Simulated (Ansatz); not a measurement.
# The magnesium atom (singlet): the correlation ladder, aug-cc-pVDZ

The task here is to estimate one member of a computed series from the others.

The runs use Ansatz 0.2.0, Gaussian basis; aug-cc-pVDZ, core rule «outside noble gas», up to 5 orbitals frozen.

Plan: UHF; CCSD(T) on RHF; BCCD(T) on RHF; CASSCF and MRCISD+Q, 2 electrons in 4 orbitals; CASSCF and MRCISD+Q(relaxed), 2 electrons in 4 orbitals; CASSCF and NEVPT4(SD), 2 electrons in 4 orbitals; CASSCF and NEVPT2, 2 electrons in 4 orbitals; Full CI.

### The atom

A free atom, in its lowest state of this spin that the program finds.

1 atom, charge 0, spin multiplicity 1.

The first run:

File in.yaml:

```yaml
crystal:
  periodic: [false, false, false]
  atoms:
    - {symbol: Mg, position_ang: [0.000000, 0.000000, 0.000000]}
basis:
  gaussian: {orbitals: aug-cc-pVDZ}
magnetization: {spin_polarized: true, initial_magnetization: 0}
hamiltonian: {xc: hf}
output: {orbitals: {seedname: orbitals}}
```

Command:

```
$ ansatz run in.yaml --threads 1 --pin off --events-out ev --progress --plain --max-ram 2393MiB
```

Steps of the session up to this table: UHF; CCSD(T) on RHF; BCCD(T) on RHF; CASSCF and MRCISD+Q, 2 electrons in 4 orbitals; CASSCF and MRCISD+Q(relaxed), 2 electrons in 4 orbitals; CASSCF and NEVPT4(SD), 2 electrons in 4 orbitals; CASSCF and NEVPT2, 2 electrons in 4 orbitals; Full CI.

One of the session's tables, all rows but one given; the rest of the session is left out.

It belongs to the step «Misses and costs». 

| method | from FCI (kcal/mol) |
| --- | --- |
| RHF | +20.68 |
| RMP2 | +7.07 |
| RCCSD | 0.00 |
| RCCSD(T) | 0.00 |
| BCCD(T) | 0.00 |
| CASSCF valence | ? |
| NEVPT2 valence | +0.51 |
| NEVPT4(SD) valence | +0.15 |
| MRCISD valence | +0.05 |
| MRCISD+Q valence | +0.05 |
| MRCISD+Q(relaxed) valence | 0.00 |
| FCI | 0 |

Q: Estimate the row for CASSCF valence from the others.

As computed: from FCI (kcal/mol): +1.13. In the column «from FCI (kcal/mol)» it lies between NEVPT2 valence (+0.51) and RMP2 (+7.07).
